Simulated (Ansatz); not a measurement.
# NHCl (quartet): from Hartree-Fock to the top rungs at distance Cl1–H2 along a hydrogen transfer = 1.279 Å, cc-pVTZ

Aim: climb from Hartree-Fock through coupled cluster and multireference methods for NHCl (quartet) at one geometry and basis, and see what each rung misses.

Method: cc-pVTZ, core rule «outside noble gas», up to 6 orbitals frozen; program: Ansatz 0.2.0, Gaussian basis.

To be run: UHF; CCSD(T) on ROHF; CCSD(T) on UHF; BCCD(T) on ROHF; CCSDT(Q) on ROHF; CCSDT(Q) on UHF; CASSCF and MRCISD+Q, 5 electrons in 5 orbitals; CASSCF and NEVPT2, 5 electrons in 5 orbitals; CASSCF and MRCISD+Q, 13 electrons in 9 orbitals; CASSCF and NEVPT2, 13 electrons in 9 orbitals.

## (1) The system

The geometry derives from fragments relaxed apart (PBE0/def2-TZVP) and kept rigid, so it is no stationary point. A hydrogen atom is moved between rigid fragments.

3 atoms, charge 0, spin multiplicity 4.

Atoms are counted from 1 here; the program's logs count them from 0.

Bond lengths: Cl1–H2 1.279 Å.

## (2) UHF

File in.yaml:

```yaml
crystal:
  periodic: [false, false, false]
  atoms:
    - {symbol: Cl, position_ang: [0.000000, 0.000000, -1.414267]}
    - {symbol: H, position_ang: [0.000000, 0.000000, -0.135467]}
    - {symbol: N, position_ang: [0.000000, 0.000000, 1.549733]}
basis:
  gaussian: {orbitals: cc-pVTZ}
magnetization: {spin_polarized: true, initial_magnetization: 3}
hamiltonian: {xc: hf}
output: {orbitals: {seedname: orbitals}}
```

Run with:

```bash
$ ansatz run in.yaml --threads 1 --pin off --events-out ev --progress --plain --max-ram 4096MiB --backend cpu
```

After this run come: CCSD(T) on ROHF; CCSD(T) on UHF; BCCD(T) on ROHF; CCSDT(Q) on ROHF; CCSDT(Q) on UHF; CASSCF and MRCISD+Q, 5 electrons in 5 orbitals; CASSCF and NEVPT2, 5 electrons in 5 orbitals; CASSCF and MRCISD+Q, 13 electrons in 9 orbitals; CASSCF and NEVPT2, 13 electrons in 9 orbitals.

Q: Predict the results of all the runs planned. Wanted: UCCSDT(Q) below the RHF energy; RMP2 from UCCSDT(Q); UMP2 from UCCSDT(Q); RCCSD from UCCSDT(Q); RCCSD(T) from UCCSDT(Q); UCCSD(T) from UCCSDT(Q); RCCSDT(Q) from UCCSDT(Q); NEVPT2 pair from UCCSDT(Q); MRCISD+Q pair from UCCSDT(Q).

As calculated:

| quantity | value |
| --- | --- |
| UCCSDT(Q) below the RHF energy | -9.6817 eV |
| RMP2 from UCCSDT(Q) | +1295.6 meV |
| UMP2 from UCCSDT(Q) | +1280.1 meV |
| RCCSD from UCCSDT(Q) | +334.2 meV |
| RCCSD(T) from UCCSDT(Q) | +38.3 meV |
| UCCSD(T) from UCCSDT(Q) | +34.6 meV |
| RCCSDT(Q) from UCCSDT(Q) | +3.6 meV |
| NEVPT2 pair from UCCSDT(Q) | +1357.8 meV |
| MRCISD+Q pair from UCCSDT(Q) | +147.8 meV |
| NEVPT2 valence from UCCSDT(Q) | +1897.9 meV |
| levels within 1 kcal/mol (43 meV) | RCCSD(T), UCCSD(T), BCCD(T), RCCSDT, UCCSDT, RCCSDT(Q) |
| T1 diagnostic | 0.013 |
| effectively unpaired electrons | 3.00 |

What this shows: RCCSD(T) misses by +38.3 meV, 0.4 % of the correlation energy. One determinant dominates. Of the multireference levels listed MRCISD+Q valence comes nearest in total energy (+143.8 meV), which doesn't show that its space is the better one. These misses are within one basis, not against nature; the frozen cores of restricted and unrestricted runs differ, which can shift their rows.
